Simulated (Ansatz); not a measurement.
# Si2H5 radical (SMILES [SiH2][SiH3]): a rigid scan of the bond length Si2–H6

One table from this session's results is given with a row withheld; the runs are named, their logs left out.

The runs use Ansatz 0.2.0, Gaussian basis; single points in def2-TZVPP.

Levels: PBE-D4, r2SCAN-D4, PBE0-D4, B3LYP-D4, wB97M-V, Hartree-Fock, MP2, CCSD, CCSD(T). The scan takes 1.311, 1.363, 1.439, 1.528, 1.626, 1.732, 1.844, 1.962 Å.

Correlated methods freeze the cores. Orbitals are unrestricted. B3LYP uses VWN-RPA correlation.

38 further runs of the same task are left out: 38 set aside as unsound or not needed.

**The system as given**

The minimum, relaxed at PBE0-D4: SMILES `[SiH2][SiH3]`, 7 atoms, charge 0, spin multiplicity 2.

Atoms are counted from 1 here; the program's logs count them from 0.

Bond lengths: Si1–Si2 2.324 Å, Si1–H3 1.488 Å, Si1–H4 1.488 Å, Si2–H5 1.487 Å, Si2–H6 1.490 Å, Si2–H7 1.487 Å. Angles: Si2–Si1–H3 114.5°, Si2–Si1–H4 114.5°, H3–Si1–H4 109.9°, Si1–Si2–H5 109.0°, Si1–Si2–H6 112.7°, Si1–Si2–H7 109.0°, H5–Si2–H6 108.5°, H5–Si2–H7 109.1°, H6–Si2–H7 108.5°.

Geometry (Å):

```xyz
7

Si   -0.20959   -1.36124   -0.19110
Si    0.35787    0.88917   -0.06197
H    -0.00259   -2.12394    1.07025
H    -1.57361   -1.62461   -0.72555
H     0.20999    1.50276   -1.40804
H    -0.49578    1.64308    0.89859
H     1.77490    1.00679    0.37222
```

Energies of the minimum (eV), from earlier single points: PBE-D4 -15827.18847, r2SCAN-D4 -15834.07286, PBE0-D4 -15828.87933, B3LYP-D4 -15837.09080, wB97M-V -15833.72209, CCSD(T) -15810.99861.

At the minimum the bond length Si2–H6 is 1.490 Å.

Set-up of the first run:

ccsdt-tzvpp/in.yaml

```yaml
crystal:
  periodic: [false, false, false]
  atoms:
    - {symbol: Si, position_ang: [-0.209587, -1.361244, -0.191101]}
    - {symbol: Si, position_ang: [0.357874, 0.889169, -0.061969]}
    - {symbol: H, position_ang: [-0.002586, -2.123942, 1.070252]}
    - {symbol: H, position_ang: [-1.573615, -1.624613, -0.725550]}
    - {symbol: H, position_ang: [0.209990, 1.502756, -1.408044]}
    - {symbol: H, position_ang: [-0.393281, 1.552559, 0.783254]}
    - {symbol: H, position_ang: [1.774901, 1.006792, 0.372224]}
basis:
  gaussian: {orbitals: def2-TZVPP}
magnetization: {spin_polarized: true, initial_magnetization: 1}
correlation: {method: ccsd_t}
scf: {omitted_lower_state_checks: [cluster_reference]}
```

No record of the launch command was kept for these runs.

Steps of the session up to this table: Si2–H6 = 1.311 Å; Si2–H6 = 1.363 Å; Si2–H6 = 1.439 Å; Si2–H6 = 1.528 Å; Si2–H6 = 1.626 Å; Si2–H6 = 1.732 Å; Si2–H6 = 1.844 Å; Si2–H6 = 1.962 Å.

One table of the session follows, with a row left open; its other results are not shown here.

It belongs to the step «The curves». Energies less that of the minimum at the same level (meV):

```
bond length (Å)  PBE-D4  PBE0-D4  B3LYP-D4  wB97M-V  Hartree-Fock
          1.311     389      364       344      332           340
          1.363     187      168       156      146           148
          1.439      32       24        20       15            14
1.490 (minimum)       0        0         0        0             0
          1.528       ?        ?         ?        ?             ?
          1.626     107      133       139      154           166
          1.732     312      361       365      399           430
          1.844     580      658       646      722           778
          1.962     902     1013       987     1095          1183
```

**Question.** Estimate the row for bond length (Å) = 1.528.

**Answer.** PBE-D4: 6; PBE0-D4: 12; B3LYP-D4: 15; wB97M-V: 18; Hartree-Fock: 20.

To keep in mind: A polynomial through the near points puts the CCSD(T) minimum 0.006 Å below the PBE0-D4 value.
